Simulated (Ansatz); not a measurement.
Results of PBE in Ansatz (PAW) for bcc Na.

Numerical settings: plane-wave cutoff 520 eV, 16×16×16 k mesh, Fermi–Dirac smearing 0.1 eV, perturbation theory, scalar-relativistic PAW data made under PBE.

Computed at the level's own relaxed cell.

Harmonic phonon frequencies (cm⁻¹; i marks an imaginary mode):

```json
[
 {"q point": "H", "frequencies": "…"},
 {"q point": "N", "frequencies": "…"},
 {"q point": "P", "frequencies": "98 98 98"}
]
```

Problem. Fill in the missing entries.

Solution. 
- H, frequencies: 124 124 124
- N, frequencies: 28 87 129

No imaginary mode appears at these points.

Ansatz is a quantum-chemistry and plane-wave program.
